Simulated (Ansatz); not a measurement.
# C3H6O: the cost of one run

Computed with Ansatz 0.2.0 (the levels named in each step, unless a step's input says otherwise).

## Step 1: The system as given

Bond lengths: C1–C2 1.507 Å, C2–C3 1.464 Å, C2–O4 1.398 Å, C3–O4 1.399 Å, C1–H5 1.087 Å, C1–H6 1.088 Å, C1–H7 1.088 Å, C2–H8 1.089 Å, C3–H9 1.084 Å, C3–H10 1.084 Å. Angles (14 of 19 angles, heavy atoms first): C1–C2–C3 121.5°, C1–C2–O4 118.3°, C3–C2–O4 58.5°, C2–C3–O4 58.4°, C2–O4–C3 63.1°, C1–C2–H8 114.9°, C3–C2–H8 117.5°, O4–C2–H8 114.2°, C2–C1–H5 110.2°, C2–C1–H6 110.1°, C2–C1–H7 109.8°, C2–C3–H9 119.4°, C2–C3–H10 119.9°, O4–C3–H9 115.6°.

Coordinates:

```xyz
10

C    -1.5203   -0.2940    0.2598
C    -0.2671    0.2606   -0.3666
C     0.9711   -0.5191   -0.4215
O     0.8177    0.5507    0.4666
H    -1.2669   -0.9614    1.0794
H    -2.1343    0.5153    0.6479
H    -2.0928   -0.8415   -0.4857
H    -0.4343    0.9937   -1.1540
H     1.0011   -1.5030    0.0325
H     1.6744   -0.3609   -1.2313
```

## Step 2: A rough first relaxation, PBE-D4/def2-SVP

This run stands in another session on the same molecule. It ended at:

```xyz
10

C    -1.5256   -0.2936    0.2561
C    -0.2751    0.2421   -0.3929
C     0.9937   -0.5110   -0.4083
O     0.8074    0.5938    0.4771
H    -1.2744   -1.0301    1.0450
H    -2.1082    0.5264    0.7241
H    -2.1795   -0.7859   -0.4934
H    -0.4424    0.9670   -1.2169
H     1.0336   -1.5109    0.0678
H     1.7190   -0.3574   -1.2314
```

## Step 3: Relaxation, PBE0-D4/def2-TZVPP

The input, input.yaml:

```yaml
crystal:
  periodic: [false, false, false]
  atoms:
    - { symbol: C, position_ang: [-1.52555731, -0.29363326, 0.25612879] }
    - { symbol: C, position_ang: [-0.27514254, 0.24214649, -0.39292997] }
    - { symbol: C, position_ang: [0.99371168, -0.51095425, -0.40829024] }
    - { symbol: O, position_ang: [0.80742981, 0.5938029, 0.47706859] }
    - { symbol: H, position_ang: [-1.27435556, -1.03007093, 1.04495819] }
    - { symbol: H, position_ang: [-2.1081738, 0.52635132, 0.72410155] }
    - { symbol: H, position_ang: [-2.17949973, -0.78589819, -0.49338456] }
    - { symbol: H, position_ang: [-0.44236184, 0.96696867, -1.21689675] }
    - { symbol: H, position_ang: [1.03356672, -1.51085982, 0.06779766] }
    - { symbol: H, position_ang: [1.71902258, -0.35741293, -1.23141326] }
basis:
  gaussian: { orbitals: def2-TZVPP }
hamiltonian:
  xc: pbe0
  dispersion: d4
relax:
  f_tol: 0.002
  max_steps: 150
```

Command:

```bash
> ansatz run input.yaml --threads 4 --pin off --max-ram 10240MiB --backend cpu --events-out ev --progress --plain --runs-dir out
```

What time and memory should one allow on 4 threads of AMD EPYC 9R45 (Zen 5), shared host?

About 8.3 s, with a peak of 0.45 GiB.
